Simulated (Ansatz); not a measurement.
Input for Ansatz (development build ahead of 0.2.0):

```yaml
crystal:
  periodic: [false, false, false]
  atoms:
    - { symbol: C, position_ang: [0.0, -0.41456, -0.35355] }
    - { symbol: C, position_ang: [0.0, -0.43455, 1.15669] }
    - { symbol: O, position_ang: [0.0, 0.92319, -0.78092] }
    - { symbol: H, position_ang: [-0.88918, -0.96161, -0.73] }
    - { symbol: H, position_ang: [0.88918, -0.96161, -0.73] }
    - { symbol: H, position_ang: [0.0, -1.46678, 1.53741] }
    - { symbol: H, position_ang: [0.88962, 0.08251, 1.54675] }
    - { symbol: H, position_ang: [-0.88962, 0.08251, 1.54675] }
    - { symbol: H, position_ang: [0.0, 0.9341, -1.74238] }
basis:
  gaussian: { orbitals: cc-pVDZ }
hamiltonian:
  xc: hf
correlation:
  method: mp2
  frozen_orbitals: { C: 1, H: 0, O: 1 }
```

The input is written out in the form of the current development build from the run's settings.

The run gave:

```json
{"Converged": "yes", "Reference energy": "-154.09203 hartree", "Correlation energy": "-0.48094 hartree", "Total energy": "-154.57297 hartree", "Spin squared of the determinant": "0.000"}
```
